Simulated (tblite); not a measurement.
Run record: molecular-dynamics run, trichlorofluoromethane, `FC(Cl)(Cl)Cl`.

Computed with GFN2-xTB (tblite), gas phase: Langevin dynamics at 200 K from the optimised GFN2-xTB geometry, time step 0.5 fs, friction 0.01 fs⁻¹, 2000 steps. A driver script takes a list of jobs; this job's settings line and coordinates (Å) are shown. «temperature» is in K, «steps» counts time steps and «every» is the stride of the printed frames; «frames» go on to single points.

Command:
```bash
OMP_NUM_THREADS=1 python probes_run.py task.json out
```

Input:
```
{"job": {"kind": "md", "xc": "GFN2-xTB", "basis": "xTB", "temperature": 200, "steps": 2000, "every": 50, "frames": 5}, "charge": 0, "multiplicity": 1}
F      0.060305    -0.141039     1.396058
C      0.004642    -0.006315     0.066724
Cl    -0.457934     1.660563    -0.312646
Cl     1.602752    -0.370613    -0.603874
Cl    -1.201142    -1.139743    -0.563447
```

Output:
```
t/fs     T/K      E/eV
    0.0    77.6   -557.92067
   25.0   156.3   -557.87692
   50.0   200.4   -557.88473
   75.0    90.8   -557.85435
  100.0   220.4   -557.87146
  125.0   113.5   -557.83771
  150.0   100.4   -557.84739
  175.0   119.3   -557.85072
  200.0    74.4   -557.83904
  225.0   180.0   -557.89501
  250.0    70.8   -557.87160
  275.0    38.4   -557.87022
  300.0    88.7   -557.89944
  325.0    77.2   -557.86956
  350.0   117.1   -557.88235
  375.0    88.1   -557.82990
  400.0   211.1   -557.86422
  425.0   195.2   -557.82742
  450.0   182.6   -557.84846
  475.0   164.4   -557.80601
  500.0   192.2   -557.84890
  525.0   203.1   -557.85384
  550.0   212.2   -557.87801
  575.0   232.3   -557.88664
  600.0   265.5   -557.88061
  625.0   272.0   -557.89747
  650.0   206.2   -557.87898
  675.0   218.7   -557.88846
  700.0   250.2   -557.87962
  725.0   171.2   -557.83276
  750.0   232.9   -557.85122
  775.0   206.3   -557.87460
  800.0    66.8   -557.87298
  825.0   110.9   -557.81492
  850.0   214.7   -557.87146
  875.0   209.7   -557.82930
  900.0   134.6   -557.78017
  925.0   250.0   -557.84598
  950.0   159.6   -557.85456
  975.0   222.1   -557.88474
 1000.0   250.8   -557.85674
```

E is the potential energy; T comes from the kinetic energy over all 3N coordinates.

Task: Sum up the printed frames.

Result: 41 frames over 1000 fs. T runs from 38 K (275 fs) to 272 K (625 fs), with a mean of 167 K over all frames and 204 K from 500 fs on. E starts at -557.921 eV, peaks 0.140 eV above that at 900 fs, and averages 0.061 eV above it from 500 fs on.

Task: Give the last frame.

Result: 0.06 Å rms from the start after alignment:
```
atom  x, y, z in Å  |  force x, y, z in eV/Å
F1     -0.438    0.076    0.999    0.588   0.139  -0.128
C2     -0.178   -0.250   -0.292   -0.671  -0.186   0.644
Cl3    -1.377    0.648   -1.222   -0.079  -0.038  -0.370
Cl4     1.441    0.122   -0.789    0.361   0.334   0.087
Cl5    -0.397   -2.004   -0.372   -0.199  -0.249  -0.234
```

Task: How long does this job take on one thread, AMD EPYC (x86_64) (shared host)? And the peak memory of the process?

Result: About 28 s, with 0.18 GiB resident at the peak, the Python interpreter and its libraries included.
